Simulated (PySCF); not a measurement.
## F₂⁻ from Hartree–Fock to correlated methods

State: doublet, unpaired electrons σ ↑. Set-up: PySCF, spin-free X2C with a Gaussian nucleus, basis sets F aug-cc-pVDZ-DK. De refers to F + F⁻ in their high-spin ground configurations, without counterpoise correction. The functionals are run spin-unrestricted.

```csv
Level,Re (Å),ωe (cm⁻¹),De (eV)
UHF,1.913,474,n/a
UHF-MP2,1.914,485,1.12
UHF-SCS-MP2,1.916,483,0.94
UHF-CCSD,1.934,458,n/a
UHF-CCSD(T),1.940,452,n/a
LDA,1.961,392,2.58
PBE,2.061,312,2.18
BLYP,2.085,297,2.13
r²SCAN,2.016,351,1.93
PBE0,1.981,386,1.67
BHandHLYP,1.939,437,n/a
```

**Question.** What does a quarter of exact exchange do here, going from PBE to PBE0?

**Answer.** PBE0 less PBE: -8.0 pm in Re, +23.7 % in ωe, -0.51 eV in De. Exact exchange removes part of the self-interaction that spreads semilocal densities, and in most molecules shortens and stiffens the bond and lowers De; so it does here.

**Question.** What does the step from GGA to meta-GGA do here, going from PBE to r²SCAN?

**Answer.** r²SCAN less PBE: -4.5 pm in Re, +12.5 % in ωe, -0.25 eV in De. 

**Question.** What does the gradient correction do here, going from LDA to PBE?

**Answer.** PBE less LDA: +10.0 pm in Re, -20.4 % in ωe, -0.40 eV in De. The gradient correction favours the more uneven density of free atoms, so it tends to lengthen bonds and takes away much of the overbinding of LDA; so it does here.

Correlated steps freeze 2 core orbitals. Correlated levels converge slowly with the basis: in double zeta they bind strong bonds too weakly, by up to about 1 eV, and carry superposition errors of some tenths. The state is the lowest determinant that a PBE0 search found; another state may lie lower at other levels.
